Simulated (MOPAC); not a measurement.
A run for MOPAC: PM3 on NH3 (SMILES N).

```
PM3 1SCF PRECISE CHARGE=0 THREADS=1
H3N

N      0.00000000 1     0.00000000 1     0.11289000 1
H      0.00000000 1     0.93802400 1    -0.26340900 1
H      0.81235300 1    -0.46901200 1    -0.26340900 1
H     -0.81235300 1    -0.46901200 1    -0.26340900 1
```

Output:

```
*******************************************************************************
 **                                                                           **
 **                              MOPAC v23.2.5                                **
 **                                                                           **
 *******************************************************************************
 ** MOPAC's Digital Object Identifier: https://doi.org/10.5281/zenodo.6511958 **
 **                                                                           **
 ** Please cite the open-source release paper for use of this MOPAC version:  **
 ** J. E. Moussa and J. J. P. Stewart (2026)                                  **
 ** MOPAC: An open-source semiempirical molecular orbital program             **
 ** J. Open Source Softw., 11(119), 8025, https://doi.org/10.21105/joss.08025 **
 *******************************************************************************

                              PM3 CALCULATION RESULTS

 *******************************************************************************
 *  PM3        - The PM3 Hamiltonian to be used
 *
 *
 *
 *                 CHARGE ON SYSTEM = 0
 *
 *
 *
 *  PRECISE    - TIGHTER CRITERIA TO BE USED
 *  1SCF       - DO 1 SCF AND THEN STOP
 *  THREADS=1  - MULTI-THREADING NOT USED
 *  T=         - A TIME OF 172800.0 SECONDS REQUESTED
 *  DUMP=N     - RESTART FILE WRITTEN EVERY 7200.0 SECONDS REQUESTED
 *******************************************************************************
PM3 1SCF PRECISE CHARGE=0 THREADS=1
 H3N

   ATOM   CHEMICAL          X               Y               Z
  NUMBER   SYMBOL      (ANGSTROMS)     (ANGSTROMS)     (ANGSTROMS)

     1       N          0.00000000  *   0.00000000  *   0.11289000  *
     2       H          0.00000000  *   0.93802400  *  -0.26340900  *
     3       H          0.81235300  *  -0.46901200  *  -0.26340900  *
     4       H         -0.81235300  *  -0.46901200  *  -0.26340900  *



          CARTESIAN COORDINATES

    NO.       ATOM           X           Y           Z

     1         N          0.0000      0.0000      0.1129
     2         H          0.0000      0.9380     -0.2634
     3         H          0.8124     -0.4690     -0.2634
     4         H         -0.8124     -0.4690     -0.2634

  H: (PM3): J. J. P. STEWART, J. COMP. CHEM. 10, 209 (1989).
  N: (PM3): J. J. P. STEWART, J. COMP. CHEM. 10, 209 (1989).

           Empirical Formula: H3 N  =     4 atoms



      MOLECULAR POINT GROUP   :   C3v


      RHF CALCULATION, NO. OF DOUBLY OCCUPIED LEVELS = 4


 -------------------------------------------------------------------------------
 PM3 1SCF PRECISE CHARGE=0 THREADS=1
 H3N



     1SCF WAS SPECIFIED, SO BFGS WAS NOT USED
     SCF FIELD WAS ACHIEVED


                              PM3 CALCULATION
                                                       MOPAC v23.2.5 Linux




          FINAL HEAT OF FORMATION =         -2.85529 KCAL/MOL =     -11.94653 KJ/MOL


          COSMO AREA              =         47.50 SQUARE ANGSTROMS
          COSMO VOLUME            =         29.82 CUBIC ANGSTROMS

          IONIZATION POTENTIAL    =          9.783934 EV
          HOMO LUMO ENERGIES (EV) =         -9.784  3.311
          NO. OF FILLED LEVELS    =          4
          MOLECULAR WEIGHT        =         17.0304         POINT GROUP:  C3v

          MOLECULAR DIMENSIONS (Angstroms)

            Atom       Atom       Distance
            H     4    H     3     1.62471
            H     3    H     2     1.40704
            H     2    N     1     0.37630


          SCF CALCULATIONS        =          1





   ATOM   CHEMICAL          X               Y               Z
  NUMBER   SYMBOL      (ANGSTROMS)     (ANGSTROMS)     (ANGSTROMS)

     1       N          0.00000000  *   0.00000000  *   0.11289000  *
     2       H          0.00000000  *   0.93802400  *  -0.26340900  *
     3       H          0.81235300  *  -0.46901200  *  -0.26340900  *
     4       H         -0.81235300  *  -0.46901200  *  -0.26340900  *

                             CARTESIAN COORDINATES

   1    N        0.000000000     0.000000000     0.112890000
   2    H        0.000000000     0.938024000    -0.263409000
   3    H        0.812353000    -0.469012000    -0.263409000
   4    H       -0.812353000    -0.469012000    -0.263409000


           Empirical Formula: H3 N  =     4 atoms



      MOLECULAR POINT GROUP   :   C3v


                  EIGENVALUES
 -28.63637 -15.02688 -15.02688  -9.78393   3.31051   5.20540   5.20540


              NET ATOMIC CHARGES AND DIPOLE CONTRIBUTIONS

  ATOM NO.   TYPE          CHARGE      No. of ELECS.   s-Pop       p-Pop
    1          N           0.005306        4.9947     1.43558     3.55911
    2          H          -0.001769        1.0018     1.00177
    3          H          -0.001769        1.0018     1.00177
    4          H          -0.001769        1.0018     1.00177
 DIPOLE           X         Y         Z       TOTAL
 POINT-CHG.    -0.000    -0.000     0.010     0.010
 HYBRID         0.000     0.000    -1.587     1.587
 SUM           -0.000    -0.000    -1.577     1.577


          ATOMIC ORBITAL ELECTRON POPULATIONS

     Atom    s        px        py        pz
    1  N   1.43558   0.97906   0.97906   1.60100
    2  H   1.00177
    3  H   1.00177
    4  H   1.00177

 **********************
 *                    *
 * JOB ENDED NORMALLY *
 *                    *
 **********************




 == MOPAC DONE ==
```

The run finished.

Cost: around 0.020 core-seconds (rough).
